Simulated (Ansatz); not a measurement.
**Molecular dynamics, step by step**

LiAlHCl (SMILES [Li][AlH][Cl]), singlet, PBE0-D4/def2-SVP (Ansatz 0.2.0). Settings (timestep in fs, temperature in K; T counts 6 degrees of freedom):

```yaml
hamiltonian: {xc: pbe0, dispersion: d4}
md: {n_steps: 60, timestep: 0.5, temperature: 1000, ensemble: nve, seed: 45, initial_velocities: maxwell_boltzmann}
```

Start (the SMILES describes the start alone):

```json
{"atom": "Li1", "x (Å)": "-2.4089", "y (Å)": "0.1794", "z (Å)": "0.1474"}
{"atom": "Al2", "x (Å)": "0.0583", "y (Å)": "0.0043", "z (Å)": "-0.0088"}
{"atom": "Cl3", "x (Å)": "1.4481", "y (Å)": "-1.3398", "z (Å)": "0.6619"}
{"atom": "H4", "x (Å)": "0.9025", "y (Å)": "1.1562", "z (Å)": "-0.8004"}
```

```json
{"step": "0", "time (fs)": "0.00", "potential energy less the start (meV)": "0.0", "kinetic energy (meV)": "258.5", "T (K)": "1000"}
{"step": "4", "time (fs)": "2.00", "potential energy less the start (meV)": "-45.0", "kinetic energy (meV)": "303.6", "T (K)": "1174"}
{"step": "8", "time (fs)": "4.00", "potential energy less the start (meV)": "-70.5", "kinetic energy (meV)": "329.1", "T (K)": "1273"}
{"step": "12", "time (fs)": "6.00", "potential energy less the start (meV)": "-83.5", "kinetic energy (meV)": "342.1", "T (K)": "1323"}
{"step": "16", "time (fs)": "8.00", "potential energy less the start (meV)": "-84.6", "kinetic energy (meV)": "343.2", "T (K)": "1328"}
{"step": "20", "time (fs)": "10.00", "potential energy less the start (meV)": "-68.8", "kinetic energy (meV)": "327.3", "T (K)": "1266"}
{"step": "24", "time (fs)": "12.00", "potential energy less the start (meV)": "-37.1", "kinetic energy (meV)": "295.8", "T (K)": "1144"}
{"step": "28", "time (fs)": "14.00", "potential energy less the start (meV)": "-3.6", "kinetic energy (meV)": "262.3", "T (K)": "1015"}
{"step": "32", "time (fs)": "16.00", "potential energy less the start (meV)": "21.2", "kinetic energy (meV)": "237.4", "T (K)": "918"}
{"step": "36", "time (fs)": "18.00", "potential energy less the start (meV)": "44.3", "kinetic energy (meV)": "214.3", "T (K)": "829"}
{"step": "40", "time (fs)": "20.00", "potential energy less the start (meV)": "73.7", "kinetic energy (meV)": "185.0", "T (K)": "716"}
{"step": "44", "time (fs)": "22.00", "potential energy less the start (meV)": "103.8", "kinetic energy (meV)": "154.9", "T (K)": "599"}
{"step": "48", "time (fs)": "24.00", "potential energy less the start (meV)": "124.1", "kinetic energy (meV)": "134.6", "T (K)": "521"}
{"step": "52", "time (fs)": "26.00", "potential energy less the start (meV)": "132.9", "kinetic energy (meV)": "125.8", "T (K)": "487"}
{"step": "56", "time (fs)": "28.00", "potential energy less the start (meV)": "138.4", "kinetic energy (meV)": "120.2", "T (K)": "465"}
{"step": "60", "time (fs)": "30.00", "potential energy less the start (meV)": "147.4", "kinetic energy (meV)": "111.2", "T (K)": "430"}
```

Step 4, positions (Å) and forces (eV/Å):

| atom | x | y | z | Fx | Fy | Fz |
| --- | --- | --- | --- | --- | --- | --- |
| Li1 | -2.413 | 0.185 | 0.148 | -0.673 | -0.054 | 0.097 |
| Al2 | 0.045 | 0.015 | -0.017 | 0.054 | 1.169 | -0.685 |
| Cl3 | 1.460 | -1.350 | 0.668 | 0.754 | -0.864 | 0.439 |
| H4 | 0.897 | 1.203 | -0.799 | -0.134 | -0.250 | 0.149 |

Step 16, positions (Å) and forces (eV/Å):

| atom | x | y | z | Fx | Fy | Fz |
| --- | --- | --- | --- | --- | --- | --- |
| Li1 | -2.449 | 0.199 | 0.155 | -0.665 | -0.090 | 0.095 |
| Al2 | 0.006 | 0.054 | -0.045 | 1.059 | 0.053 | -0.023 |
| Cl3 | 1.497 | -1.385 | 0.687 | -0.377 | 0.267 | -0.157 |
| H4 | 0.847 | 1.276 | -0.757 | -0.017 | -0.231 | 0.084 |

Step 56, positions (Å) and forces (eV/Å):

```tsv
atom	x	y	z	Fx	Fy	Fz
Li1	-2.735	0.205	0.201	0.300	-0.132	-0.029
Al2	-0.018	0.144	-0.113	1.077	-1.019	0.777
Cl3	1.569	-1.456	0.727	-1.379	1.214	-0.683
H4	0.927	1.332	-0.675	0.002	-0.063	-0.065
```

Last step (60):

```tsv
atom	x (Å)	y (Å)	z (Å)
Li1	-2.7635	0.2010	0.2063
Al2	-0.0101	0.1464	-0.1147
Cl3	1.5688	-1.4564	0.7272
H4	0.9317	1.3017	-0.6691
```

Hardware: 2 CPU threads of an Intel Xeon, shared host. Wall time about 110 s.
